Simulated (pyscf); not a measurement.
**Four-centre exchange: `[OH][B]([Cl])[Cl]` + `[NH3]` -> `[OH2]` + `[NH2][B]([Cl])[Cl]`**

Gas phase, singlet surface, charge 0. Bonds broken: O1–B2, N6–H7. Bonds formed: O1–H7, B2–N6. Structures and frequencies: ωB97X-D3(BJ)/def2-SVP in PySCF.

Transition state (Å):

```xyz
9

O     -0.6901    -0.8660    -0.2240
B     -0.0516     0.5675    -0.0563
Cl     1.7696     0.4003    -0.0481
Cl    -0.7319     1.7222    -1.2692
H     -0.0150    -1.5505    -0.3359
N     -0.6421     0.7024     1.3731
H     -0.9272    -0.5598     0.8727
H      0.0456     0.8388     2.1111
H     -1.3899     1.3877     1.4661
```

One imaginary mode, 1265i cm⁻¹; descent along it reached the two sides named, in the forms told below.

```json
[
 {"bond": "O1–B2", "change": "breaks", "reactant side (Å)": "1.401", "saddle": "1.578", "product side": "1.806"},
 {"bond": "N6–H7", "change": "breaks", "reactant side (Å)": "1.023", "saddle": "1.387", "product side": "2.285"},
 {"bond": "O1–H7", "change": "forms", "reactant side (Å)": "2.593", "saddle": "1.163", "product side": "0.972"},
 {"bond": "B2–N6", "change": "forms", "reactant side (Å)": "1.626", "saddle": "1.552", "product side": "1.450"}
]
```

Electronic energies relative to the separated reactants (kcal/mol):

| level | barrier | reaction energy | reverse barrier |
|---|---|---|---|
| ωB97X-D3(BJ)/def2-TZVP | 12.9 | +1.9 | 11.0 |
| PBE/def2-TZVP | 11.6 | +2.3 | 9.3 |
| r²SCAN/def2-TZVP | 12.2 | +2.8 | 9.5 |
| B3LYP-D3(BJ)/def2-TZVP | 15.1 | +2.0 | 13.1 |
| PBE0-D3(BJ)/def2-TZVP | 10.4 | +1.6 | 8.8 |
| M06-2X/def2-TZVP | 11.6 | +2.1 | 9.5 |
| ωB97M-D3(BJ)/def2-TZVP | 13.3 | +2.1 | 11.2 |
| HF/def2-TZVP | 30.9 | +3.2 | 27.8 |

With ωB97M-D3(BJ)/def2-TZVP energies and thermal terms (ideal gas, 1 atm, RRHO with modes under 100 cm⁻¹ raised to 100, one conformer, R ln 2 for chiral ones without a mode under 150 cm⁻¹), in kcal/mol:

```
T (K)   ΔH‡   ΔG‡    ΔH    ΔG
-----  ----  ----  ----  ----
298    12.2  23.4  +1.8  +2.2
600    12.3  34.8  +2.2  +2.5
900    13.0  45.9  +2.3  +2.6
1200   13.8  56.8  +2.4  +2.6
```

On the reactant side the descent ends in an adduct with a B–N contact, 19.9 kcal/mol under the separated species and 32.8 kcal/mol under the saddle at ωB97X-D3(BJ)/def2-TZVP. On the product side the descent ends in an adduct with a B–O contact, 2.1 kcal/mol over the separated species and 8.9 kcal/mol under the saddle at ωB97X-D3(BJ)/def2-TZVP. What is counted as formed (B–N) is already present as a longer contact in the reactant adduct; forming that adduct is a step of its own. What is counted as broken (B–O) persists as a longer contact in the product adduct; parting that adduct is a step of its own. The same reactants have a lower exit, to H₂N–B(OH)–Cl + HCl (barrier +4.3 kcal/mol at ωB97M-D3(BJ)/def2-TZVP, against +13.3 kcal/mol here). This is the saddle that the search found; another between the same sides may lie lower.
